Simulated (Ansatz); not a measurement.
# C₂HLi (SMILES [Li][C]#C): one structure at several levels

The task here is to estimate one member of a computed series from the others.

The runs use Ansatz 0.2.0, Gaussian basis; single points in def2-TZVPP.

Cores are frozen in the correlated methods. The outer core shell of Li, Na, Mg and K is correlated.

### Where the work starts

SMILES `[Li][C]#C`, 4 atoms, charge 0, spin multiplicity 1.

Atoms are counted from 1 here; the program's logs count them from 0.

Bond lengths: Li1–C2 1.622 Å, C2–C3 1.482 Å, C3–H4 1.027 Å. Angles: Li1–C2–C3 177.5°, C2–C3–H4 168.2°.

Geometry (Å):

```xyz
4

Li   -2.13860    0.34250   -0.44790
C    -0.56890    0.01810   -0.20110
C     0.87090   -0.22190    0.05760
H     1.79660   -0.52830    0.37840
```

The first run:

run/in.yaml

```yaml
crystal:
  periodic: [false, false, false]
  atoms:
    - {symbol: Li, position_ang: [-2.138600, 0.342500, -0.447900]}
    - {symbol: C, position_ang: [-0.568900, 0.018100, -0.201100]}
    - {symbol: C, position_ang: [0.870900, -0.221900, 0.057600]}
    - {symbol: H, position_ang: [1.796600, -0.528300, 0.378400]}
basis:
  gaussian: {orbitals: def2-TZVPP}
correlation: {method: ccsd_t}
output: {forces: true}
```

The command line of these runs was not kept.

Steps of the session up to this table: CCSD(T)/def2-TZVPP; PBE0-D4/def2-TZVPP; wB97M-V/def2-TZVPP; r2SCAN-D4/def2-TZVPP; PBE-D4/def2-TZVPP; BHLYP-D4/def2-TZVPP; LC-wPBE/def2-TZVPP.

One of the session's tables, all rows but one given; the rest of the session is left out.

```
   method  RMS force component (eV/Å)  angle to CCSD(T) forces (°)  dipole (D)
  CCSD(T)                       5.686                    reference        5.39
  PBE0-D4                       6.299                          1.9        5.21
  wB97M-V                       6.452                          2.1        5.28
r2SCAN-D4                       6.118                          1.3        5.26
   PBE-D4                           ?                            ?           ?
 BHLYP-D4                       6.634                          3.0        5.23
  LC-wPBE                       6.805                          2.5        5.36
```

Estimate the missing values for PBE-D4.

The run gave: RMS force component (eV/Å): 5.836; angle to CCSD(T) forces (°): 1.6; dipole (D): 5.12. In the column «RMS force component (eV/Å)» it lies between CCSD(T) (5.686) and r2SCAN-D4 (6.118).
